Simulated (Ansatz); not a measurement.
## doublet SiHO: levels of theory in one basis

```tsv
atom	x (Å)	y (Å)	z (Å)
H	0.0000	0.2602	-1.3237
Si	0.0000	-0.5216	-0.0013
O	0.0000	0.2613	1.3250
```

Basis set: def2-SVP (spherical functions). Correlated methods keep 6 orbitals frozen. Correlation on ROHF uses semicanonical orbitals with singles. Charge 0, multiplicity 2.

Computed with Ansatz (development build ahead of 0.2.0); each method stands on the lowest determinant of its kind that the runs found.

```
      method  E − E(ROHF) (eV)  <S²> of the determinant
        ROHF              0.00                        –
         UHF             -0.14                     0.77
    ROHF-MP2             -7.59                        –
     UHF-MP2             -7.58                     0.77
ROHF-CCSD(T)             -8.17                        –
 UHF-CCSD(T)             -8.17                     0.77
```
